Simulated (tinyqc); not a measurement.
Inside a calculation. Method: RHF in the sto-3g basis, for H2F+, spin multiplicity 1. One step of it, computed by the program tinyqc.

Problem. Iteration 2: building the Fock matrix. J_ij = sum D_kl (ij|kl), K_ij = sum D_kl (ik|jl); F = H + J - 0.5 K; E = tr D H + tr D J / 2 - 0.25 tr D K + E_nn.

D after iteration 1:
```
            1F 1s      1F 2s    1F 2px     1F 2py     1F 2pz      2H 1s      3H 1s
1F 1s    2.095043  -0.386366  0.000000  -0.000888   0.066971  -0.078902  -0.079761
1F 2s   -0.386366   1.612544  0.000000   0.004502  -0.310720   0.246083   0.247439
1F 2px   0.000000   0.000000  2.000000   0.000000   0.000000   0.000000   0.000000
1F 2py  -0.000888   0.004502  0.000000   1.351562   0.002205   0.416134  -0.416744
1F 2pz   0.066971  -0.310720  0.000000   0.002205   1.821442   0.197721   0.199155
2H 1s   -0.078902   0.246083  0.000000   0.416134   0.197721   0.199287  -0.056021
3H 1s   -0.079761   0.247439  0.000000  -0.416744   0.199155  -0.056021   0.201937
```

core Hamiltonian H = T + V (hartree):
```
             1F 1s       1F 2s     1F 2px     1F 2py     1F 2pz      2H 1s      3H 1s
1F 1s   -41.048818   -9.633324   0.000000   0.000156  -0.012379  -1.511892  -1.541404
1F 2s    -9.633324  -11.523800   0.000000   0.001767  -0.151618  -3.443721  -3.494605
1F 2px    0.000000    0.000000  -9.162795   0.000000   0.000000   0.000000   0.000000
1F 2py    0.000156    0.001767   0.000000  -9.289008   0.000792  -1.973401   1.996680
1F 2pz   -0.012379   -0.151618   0.000000   0.000792  -9.210159  -1.248019  -1.263093
2H 1s    -1.511892   -3.443721   0.000000  -1.973401  -1.248019  -5.234011  -1.201917
3H 1s    -1.541404   -3.494605   0.000000   1.996680  -1.263093  -1.201917  -5.265028
```

Two-electron integrals (ij|kl) in chemists' order, unique and non-zero (hartree):
```
(11|11) 5.403501    (21|11) 0.841920    (21|21) 0.156299    (22|11) 1.268028
(22|21) 0.292344    (22|22) 0.926167    (31|31) 0.027998    (32|31) 0.043169
(32|32) 0.204588    (33|11) 1.264502    (33|21) 0.292403    (33|22) 0.925959
(33|33) 0.997514    (41|41) 0.027998    (42|41) 0.043169    (42|42) 0.204588
(43|43) 0.053770    (44|11) 1.264502    (44|21) 0.292403    (44|22) 0.925959
(44|33) 0.889973    (44|44) 0.997514    (51|51) 0.027998    (52|51) 0.043169
(52|52) 0.204588    (53|53) 0.053770    (54|54) 0.053770    (55|11) 1.264502
(55|21) 0.292403    (55|22) 0.925959    (55|33) 0.889973    (55|44) 0.889973
(55|55) 0.997514    (61|11) 0.132950    (61|21) 0.024476    (61|22) 0.045498
(61|33) 0.045428    (61|41) 0.000858    (61|42) 0.001608    (61|44) 0.045586
(61|51) 0.000525    (61|52) 0.000985    (61|54) 0.000097    (61|55) 0.045487
(61|61) 0.003873    (62|11) 0.338751    (62|21) 0.079157    (62|22) 0.280021
(62|33) 0.275911    (62|41) 0.004605    (62|42) 0.036018    (62|44) 0.284678
(62|51) 0.002821    (62|52) 0.022059    (62|54) 0.005369    (62|55) 0.279200
(62|61) 0.012580    (62|62) 0.104458    (63|31) 0.008262    (63|32) 0.049046
(63|43) 0.007573    (63|53) 0.004638    (63|63) 0.015439    (64|11) 0.197339
(64|21) 0.046702    (64|22) 0.176842    (64|33) 0.169294    (64|41) 0.010636
(64|42) 0.070599    (64|44) 0.189747    (64|51) 0.001454    (64|52) 0.013200
(64|54) 0.007888    (64|55) 0.171284    (64|61) 0.007732    (64|62) 0.080904
(64|64) 0.077627    (65|11) 0.120856    (65|21) 0.028602    (65|22) 0.108303
(65|33) 0.103680    (65|41) 0.001454    (65|42) 0.013200    (65|44) 0.106931
(65|51) 0.009152    (65|52) 0.057130    (65|54) 0.009563    (65|55) 0.114175
(65|61) 0.004735    (65|62) 0.049548    (65|64) 0.038086    (65|65) 0.038764
(66|11) 0.496010    (66|21) 0.117805    (66|22) 0.480817    (66|33) 0.464454
(66|41) 0.008552    (66|42) 0.094375    (66|44) 0.499757    (66|51) 0.005238
(66|52) 0.057798    (66|54) 0.021621    (66|55) 0.477695    (66|61) 0.018838
(66|62) 0.230648    (66|64) 0.207618    (66|65) 0.127151    (66|66) 0.774606
(71|11) 0.135572    (71|21) 0.024957    (71|22) 0.046388    (71|33) 0.046317
(71|41) -0.000875   (71|42) -0.001640   (71|44) 0.046478    (71|51) 0.000536
(71|52) 0.001005    (71|54) -0.000099   (71|55) 0.046377    (71|61) 0.003892
(71|62) 0.012446    (71|64) 0.007033    (71|65) 0.004689    (71|66) 0.018477
(71|71) 0.004026    (72|11) 0.343955    (72|21) 0.080367    (72|22) 0.284129
(72|33) 0.279969    (72|41) -0.004674   (72|42) -0.036492   (72|44) 0.288842
(72|51) 0.002864    (72|52) 0.022361    (72|54) -0.005437   (72|55) 0.283300
(72|61) 0.012393    (72|62) 0.085530    (72|64) 0.045716    (72|65) 0.039287
(72|66) 0.152908    (72|71) 0.013022    (72|72) 0.107367    (73|31) 0.008406
(73|32) 0.049834    (73|43) -0.007680   (73|53) 0.004706    (73|63) 0.012202
(73|73) 0.015902    (74|11) -0.199809   (74|21) -0.047285   (74|22) -0.178944
(74|33) -0.171295   (74|41) 0.010810    (74|42) 0.071622    (74|44) -0.192023
(74|51) -0.001473   (74|52) -0.013351   (74|54) 0.007995    (74|55) -0.173310
(74|61) -0.006982   (74|62) -0.045538   (74|64) -0.012536   (74|65) -0.020504
(74|66) -0.073812   (74|71) -0.007983   (74|72) -0.082922   (74|74) 0.079459
(75|11) 0.122434    (75|21) 0.028974    (75|22) 0.109649    (75|33) 0.104962
(75|41) -0.001473   (75|42) -0.013351   (75|44) 0.108251    (75|51) 0.009308
(75|52) 0.058015    (75|54) -0.009695   (75|55) 0.115609    (75|61) 0.004660
(75|62) 0.039226    (75|64) 0.020548    (75|65) 0.030002    (75|66) 0.077284
(75|71) 0.004891    (75|72) 0.050811    (75|74) -0.038945   (75|75) 0.039766
(76|11) 0.109736    (76|21) 0.025890    (76|22) 0.099910    (76|33) 0.098125
(76|41) 3.82e-06    (76|42) 0.000046    (76|44) 0.100183    (76|51) 0.001470
(76|52) 0.013918    (76|54) 0.000010    (76|55) 0.101315    (76|61) 0.004067
(76|62) 0.036940    (76|64) 0.025066    (76|65) 0.020013    (76|66) 0.086644
(76|71) 0.004147    (76|72) 0.037398    (76|74) -0.025258   (76|75) 0.020220
(76|76) 0.016231    (77|11) 0.499440    (77|21) 0.118612    (77|22) 0.483715
(77|33) 0.467201    (77|41) -0.008647   (77|42) -0.095150   (77|44) 0.502819
(77|51) 0.005299    (77|52) 0.058304    (77|54) -0.021826   (77|55) 0.480574
(77|61) 0.018245    (77|62) 0.151565    (77|64) 0.073423    (77|65) 0.076754
(77|66) 0.297758    (77|71) 0.019340    (77|72) 0.234547    (77|74) -0.210508
(77|75) 0.128990    (77|76) 0.086644    (77|77) 0.774606
```

nuclear repulsion = 9.51449285 hartree

Give: Coulomb J; exchange K; Fock matrix F; total energy of this density.

Solution.

Coulomb J (hartree):
```
          1F 1s    1F 2s  1F 2px   1F 2py   1F 2pz   2H 1s    3H 1s
1F 1s   20.1651   3.8436  0.0000   0.0001  -0.0087  0.6018   0.6136
1F 2s    3.8436   9.5431  0.0000   0.0000  -0.0102  2.8349   2.8769
1F 2px   0.0000   0.0000  9.5375   0.0000   0.0000  0.0000   0.0000
1F 2py   0.0001   0.0000  0.0000   9.5273  -0.0001  1.7740  -1.7954
1F 2pz  -0.0087  -0.0102  0.0000  -0.0001   9.5382  1.0885   1.1022
2H 1s    0.6018   2.8349  0.0000   1.7740   1.0885  4.8671   1.0050
3H 1s    0.6136   2.8769  0.0000  -1.7954   1.1022  1.0050   4.8966
```

exchange K (hartree):
```
          1F 1s    1F 2s  1F 2px   1F 2py   1F 2pz   2H 1s    3H 1s
1F 1s   11.0517   1.9227  0.0000   0.0000   0.0022  0.3153   0.3213
1F 2s    1.9227   3.0174  0.0000   0.0009  -0.1033  1.0198   1.0337
1F 2px   0.0000   0.0000  2.5883   0.0000   0.0000  0.0000   0.0000
1F 2py   0.0000   0.0009  0.0000   2.3329   0.0003  0.6243  -0.6297
1F 2pz   0.0022  -0.1033  0.0000   0.0003   2.5259  0.3695   0.3735
2H 1s    0.3153   1.0198  0.0000   0.6243   0.3695  0.8302   0.2801
3H 1s    0.3213   1.0337  0.0000  -0.6297   0.3735  0.2801   0.8458
```

Fock matrix F (hartree):
```
           1F 1s    1F 2s   1F 2px   1F 2py   1F 2pz    2H 1s    3H 1s
1F 1s   -26.4096  -6.7510   0.0000   0.0003  -0.0222  -1.0677  -1.0884
1F 2s    -6.7510  -3.4894   0.0000   0.0013  -0.1102  -1.1187  -1.1345
1F 2px    0.0000   0.0000  -0.9195   0.0000   0.0000   0.0000   0.0000
1F 2py    0.0003   0.0013   0.0000  -0.9282   0.0005  -0.5116   0.5161
1F 2pz   -0.0222  -0.1102   0.0000   0.0005  -0.9349  -0.3443  -0.3477
2H 1s    -1.0677  -1.1187   0.0000  -0.5116  -0.3443  -0.7821  -0.3370
3H 1s    -1.0884  -1.1345   0.0000   0.5161  -0.3477  -0.3370  -0.7913
```

total energy of this density = -98.767550 hartree
